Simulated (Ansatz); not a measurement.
Start from `CSC=N` and change one atom or group to get `N=CSCO`.

Ansatz, PBE0-D4/def2-TZVP geometries, multiplicity 1. Each molecule was computed in one conformer, which needn't be the lowest.

| property | `CSC=N` |
| --- | --- |
| HOMO–LUMO gap (PBE0/def2-TZVPP) / eV | 6.70 |
| LUMO energy (B3LYP/def2-TZVPP) / eV | -0.40 |
| HOMO energy (B3LYP/def2-TZVPP) / eV | -6.65 |
| HOMO energy (PBE0/def2-TZVPP) / eV | -6.86 |
| HOMO–LUMO gap (ωB97M-V/def2-TZVPP) / eV | 11.03 |
| zero-point energy (PBE0-D4/def2-TZVP) / kJ/mol | 184.4 |

Problem. What does the change do to each property? (Estimate.)

Solution. The calculation gave: 
```tsv
property	`N=CSCO`	shift
HOMO–LUMO gap (PBE0/def2-TZVPP) / eV	6.92	0.22
LUMO energy (B3LYP/def2-TZVPP) / eV	-0.69	-0.29
HOMO energy (B3LYP/def2-TZVPP) / eV	-7.14	-0.49
HOMO energy (PBE0/def2-TZVPP) / eV	-7.36	-0.50
HOMO–LUMO gap (ωB97M-V/def2-TZVPP) / eV	11.16	0.13
zero-point energy (PBE0-D4/def2-TZVP) / kJ/mol	199.4	15.0
```

With PBE0 the HOMO falls by 0.50 eV and the LUMO falls by 0.28 eV, so the gap widens by about 0.22 eV. PBE moves the HOMO by -0.43 eV and ωB97M-V by -0.53 eV. The zero-point energy changes by 15.0 kJ/mol with +3 modes.

B3LYP here is the variant with VWN-RPA as its local correlation; programs differ in this.
